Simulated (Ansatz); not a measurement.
A nudged elastic band was laid between two geometries of C3H7NO (12 atoms, charge 0, multiplicity 1).

The calculation used RKS PBE-D4/6-31G* in Ansatz 0.2.0.

- movable images: 9
- climbing image: yes
- spring: 5.0 eV/Å²
- optimiser: quadratic models (default)
- start path: through a guess of the saddle point
- force threshold: 0.05 eV/Å
- iteration limit: 60
- end points: relaxed

Image 0:

```xyz
12
Properties=species:S:1:pos:R:3
C 1.223 -0.367 0.810
C -0.122 -0.475 0.673
O -0.922 -1.274 1.463
N -0.922 0.209 -0.230
C -0.293 0.984 -1.282
H 1.819 0.239 0.129
H 1.739 -0.846 1.645
H -0.320 -1.813 2.013
H -1.735 -0.337 -0.518
H 0.305 1.795 -0.831
H 0.381 0.386 -1.933
H -1.076 1.443 -1.905
```

Image 10:

```xyz
12
Properties=species:S:1:pos:R:3
C 1.222 -0.366 0.810
C -0.123 -0.474 0.674
O -0.921 -1.275 1.462
N -0.923 0.211 -0.229
C -0.293 0.985 -1.282
H 1.739 -0.850 1.642
H 1.820 0.240 0.131
H -0.319 -1.814 2.012
H -1.734 -0.337 -0.518
H 0.303 1.797 -0.831
H 0.382 0.386 -1.931
H -1.075 1.442 -1.907
```

Question: What changes between the two ends?

Answer: No bond is made or broken. The dihedral H6–C1–C2–N4 goes from -5 to 172°. The two ends are copies of one structure, up to a mirror image or an exchange of like atoms.

Question: What energy profile does the band end with?

Answer: The forces met the threshold. The highest image is number 5 of 0 to 10, 1.58 eV above the ends, which have the same energy within 2 meV. A vibrational analysis at the climbing image gives one clearly imaginary mode, 815i cm⁻¹: a first-order saddle point.

```json
{"image": "0", "path coordinate (Å)": "0.00", "energy (eV)": "0.00", "dihedral H6–C1–C2–N4 (°)": "-5"}
{"image": "1", "path coordinate (Å)": "0.69", "energy (eV)": "0.03", "dihedral H6–C1–C2–N4 (°)": "0"}
{"image": "2", "path coordinate (Å)": "1.38", "energy (eV)": "0.09", "dihedral H6–C1–C2–N4 (°)": "4"}
{"image": "3", "path coordinate (Å)": "2.07", "energy (eV)": "0.22", "dihedral H6–C1–C2–N4 (°)": "17"}
{"image": "4", "path coordinate (Å)": "2.76", "energy (eV)": "0.90", "dihedral H6–C1–C2–N4 (°)": "35"}
{"image": "5", "path coordinate (Å)": "3.45", "energy (eV)": "1.58", "dihedral H6–C1–C2–N4 (°)": "60"}
{"image": "6", "path coordinate (Å)": "4.08", "energy (eV)": "0.98", "dihedral H6–C1–C2–N4 (°)": "101"}
{"image": "7", "path coordinate (Å)": "4.71", "energy (eV)": "0.29", "dihedral H6–C1–C2–N4 (°)": "143"}
{"image": "8", "path coordinate (Å)": "5.34", "energy (eV)": "0.10", "dihedral H6–C1–C2–N4 (°)": "166"}
{"image": "9", "path coordinate (Å)": "5.97", "energy (eV)": "0.04", "dihedral H6–C1–C2–N4 (°)": "166"}
{"image": "10", "path coordinate (Å)": "6.61", "energy (eV)": "0.00", "dihedral H6–C1–C2–N4 (°)": "172"}
```

Question: What is the geometry of the highest image?

Answer: 
```xyz
12
Properties=species:S:1:pos:R:3
C 1.164 -0.321 1.163
C -0.174 -0.539 0.678
O -0.953 -1.356 1.410
N -0.816 -0.067 -0.401
C -0.213 0.837 -1.365
H 1.339 0.751 1.372
H 1.914 -0.648 0.419
H -0.250 -1.547 2.113
H -1.787 -0.357 -0.558
H 0.816 1.021 -1.016
H -0.192 0.381 -2.370
H -0.769 1.789 -1.412
```

Question: What are the harmonic wavenumbers there?

Answer: 815i, 153, 207, 294, 404, 494, 568, 676, 693, 846, 854, 1041, 1048, 1127, 1133, 1175, 1261, 1369, 1384, 1467, 1471, 1488, 1585, 2979, 2985, 3032, 3051, 3074, 3093, 3424 cm⁻¹.

The band took 18 iterations and of the order of 4 core-minutes.

Time of the run: 4.4 min on 1 thread of Intel(R) Xeon(R) 6975P-C (Granite Rapids), on a shared host, peak memory 0.19 GiB.
